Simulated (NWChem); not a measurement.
Correlation energy of hydrogen chloride (HCl)

SMILES: Cl
```xyz
2

Cl     0.0000     0.0000     0.0716
H      0.0000     0.0000    -1.2180
```
Charge 0, spin multiplicity 1.

Everything below was run with NWChem. Structure: optimised with B3LYP/def2-SVP, a minimum by its harmonic frequencies.

Basis set: cc-pVTZ. Each correlation energy counts from its own Hartree-Fock reference.

The correlated methods keep 5 core orbitals frozen. No row is a measurement; the coupled-cluster row has its own basis-set and correlation limits.

Order these methods by the correlation energy they give, lowest first: SCS-MP2, CCSD(T), CR-CCSD[T], CCSD.

CCSD(T) (-230.6 mHa), CR-CCSD[T] (-229.5 mHa), CCSD (-222.9 mHa), SCS-MP2 (-202.3 mHa)
